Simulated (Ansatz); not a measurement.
# BSiNH (doublet): from Hartree-Fock to the top rungs, cc-pVDZ

Aim: climb from Hartree-Fock through coupled cluster and multireference methods for BSiNH (doublet) at one geometry and basis, and see what each rung misses.

Program: Ansatz 0.2.0, Gaussian basis. Level of theory: cc-pVDZ, core rule «outside noble gas», up to 7 orbitals frozen. These are calculated values, not measurements.

The runs, in order: UHF; CCSD(T) on ROHF; CCSD(T) on UHF; BCCD(T) on ROHF; CISD; CCSDT(Q) on ROHF; CCSDT(Q) on UHF; CASSCF and MRCISD+Q, 9 electrons in 9 orbitals; CASSCF and NEVPT2, 9 electrons in 9 orbitals.

22 further runs of the same task are left out: 10 that didn't finish, 12 set aside as unsound or not needed.

## Step 1: What is computed

The geometry is a PBE0/def2-TZVP stationary point (not a proven minimum).

4 atoms, charge 0, spin multiplicity 2.

Atoms are counted from 1 here; the program's logs count them from 0.

Bond lengths: B1–N2 1.266 Å, B1–H4 1.171 Å, N2–Si3 1.683 Å. Angles: N2–B1–H4 180.0°, B1–N2–Si3 180.0°.

## Step 2: UHF

File in.yaml:

```yaml
crystal:
  periodic: [false, false, false]
  atoms:
    - {symbol: B, position_ang: [0.000000, 0.000000, 0.760975]}
    - {symbol: N, position_ang: [0.000000, 0.000000, -0.505225]}
    - {symbol: Si, position_ang: [0.000000, 0.000000, -2.188225]}
    - {symbol: H, position_ang: [0.000000, 0.000000, 1.932475]}
basis:
  gaussian: {orbitals: cc-pVDZ}
magnetization: {spin_polarized: true, initial_magnetization: 1}
hamiltonian: {xc: hf}
output: {orbitals: {seedname: orbitals}}
```

The run is started by

```bash
> ansatz run in.yaml --threads 1 --pin off --events-out ev --progress --plain --max-ram 2393MiB
```

Further steps of the session: CCSD(T) on ROHF; CCSD(T) on UHF; BCCD(T) on ROHF; CISD; CCSDT(Q) on ROHF; CCSDT(Q) on UHF; CASSCF and MRCISD+Q, 9 electrons in 9 orbitals; CASSCF and NEVPT2, 9 electrons in 9 orbitals.

Before running them: what should the planned runs give, taken together? Wanted: UCCSDT(Q) below the RHF energy; RMP2 from UCCSDT(Q); UMP2 from UCCSDT(Q); RCCSD from UCCSDT(Q); RCCSD(T) from UCCSDT(Q); UCCSD(T) from UCCSDT(Q); RCCSDT(Q) from UCCSDT(Q); MRCISD+Q frontier from UCCSDT(Q); T1 diagnostic.

As calculated:

| quantity | value |
| --- | --- |
| UCCSDT(Q) below the RHF energy | -9.2958 eV |
| RMP2 from UCCSDT(Q) | +107.2 kJ/mol |
| UMP2 from UCCSDT(Q) | +110.4 kJ/mol |
| RCCSD from UCCSDT(Q) | +40.8 kJ/mol |
| RCCSD(T) from UCCSDT(Q) | +5.5 kJ/mol |
| UCCSD(T) from UCCSDT(Q) | +5.8 kJ/mol |
| RCCSDT(Q) from UCCSDT(Q) | +0.4 kJ/mol |
| MRCISD+Q frontier from UCCSDT(Q) | +8.4 kJ/mol |
| levels within 1 kcal/mol (43 meV) | RCCSDT, UCCSDT, RCCSDT(Q) |
| T1 diagnostic | 0.026 |

**Reading.** RCCSD(T) misses by +5.5 kJ/mol, 0.6 % of the correlation energy. These misses are within one basis, not against nature; the frozen cores of restricted and unrestricted runs differ, which can shift their rows.
